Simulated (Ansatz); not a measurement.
`N[Si]Cl` + H₂O → `N[Si]O` + HCl at 298.15 K and 1 bar (formal hydrolysis of the Si–Cl bond).

Program: Ansatz. Geometries: PBE0-D4/def2-TZVP. ΔE: electronic, gas phase. CCSD(T)/CBS is frozen-core, at the limit of the def2 triple- and quadruple-zeta sets. One conformer a species, not always the lowest.

| species | CCSD(T)/CBS energy (Eh) | H − E (kJ/mol) | S (J/(mol·K)) |
| --- | --- | --- | --- |
| `N[Si]Cl` | -804.81294 | 86.5 | 282.1 |
| H₂O | -76.37685 | 66.4 | 188.7 |
| `N[Si]O` | -420.80313 | 118.8 | 276.4 |
| HCl | -460.38167 | 26.6 | 186.8 |

H − E and S are ideal-gas, rigid-rotor, harmonic terms from PBE0-D4/def2-TZVP, for one conformer and one mirror image of each species. 1 Eh = 2625.50 kJ/mol, R = 8.31446 J/(mol·K).

Problem. By hand: ΔE, ΔH, ΔS and ΔG.

Solution. ΔE = (-420.80313) + (-460.38167) − (-804.81294) − (-76.37685) = 0.00499 Eh = 13.1 kJ/mol. Δ(H − E) = 118.8 + 26.6 − 86.5 − 66.4 = -7.5, so ΔH = 5.6 kJ/mol. ΔS = 276.4 + 186.8 − 282.1 − 188.7 = -7.6 J/(mol·K). ΔG = 5.6 − 298.15 × (-7.6)/1000 = 7.9 kJ/mol.

Problem. By hand: the equilibrium constant, and the temperature at which ΔG would vanish if ΔH and ΔS stayed fixed.

Solution. log₁₀ K = −ΔG/(RT ln 10) = -1.4. ΔH and −TΔS have one sign here, so there is no such temperature.

TΔS isn't small against ΔH here. A doubt of 5 kJ/mol in ΔE shifts log₁₀ K by 0.9 here. Other conformers and mirror images would add mixing entropy, several J/(mol·K) or more a flexible species. These are equilibria of isolated gas molecules and say nothing of rates. Largest T1 diagnostic: 0.014 (customary marks: 0.02 for closed shells, 0.045 for open ones).

ΔS is within the doubt of such terms, so its sign, and with it that verdict, could turn.
